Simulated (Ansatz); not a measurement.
A made-up structure of CH4BMg (charge -1), closed shell:

```xyz
7
angstrom
B -1.8247 0.1445 -1.1088
Mg 0.1099 -0.0086 0.0660
C 1.8186 -0.1440 1.1049
H 0.4363 -0.3502 1.7198
H -2.4312 1.1780 -1.3200
H 2.3783 -1.0675 1.3045
H 2.3555 0.6924 1.5722
```

It is relaxed with PBE-D4/def2-SVPD and then PBE0-D4/def2-TZVPD (Ansatz 0.2.0). Atoms count as bonded within 1.22 times the sum of their covalent radii (H–H: 0.88 Å). The end point is not checked to be a true minimum.

Does its bonding change? (A judgement: the text doesn't fix the answer.)

By the calculation: Yes. Formed: C3–H4; broken: Mg2–H4.

Where it ends: The first stage lowers the energy by 2.01 eV in 11 steps. It ends as CH₄BMg ([BH][Mg][CH3]), total charge -1:
B1  (-1.879, 0.190, -1.052)
Mg2  (0.059, 0.597, 0.045)
C3  (1.591, -0.192, 1.342)
H4  (1.178, -0.509, 2.311)
H5  (-2.568, 0.899, -1.771)
H6  (2.078, -1.076, 0.906)
H7  (2.383, 0.537, 1.556)
(Å)

Labels in which every atom is bracketed show which atoms are joined, not bond orders.

For scale, one of the runs: PBE0-D4/def2-TZVPD relaxation, 145 basis functions, launched by `ansatz run in.yaml --threads 2 --pin off --events-out ev --progress --plain --max-ram 4352MiB`. The run took about 17 s on 2 CPU threads of an Intel Xeon Platinum 8488C (shared host).
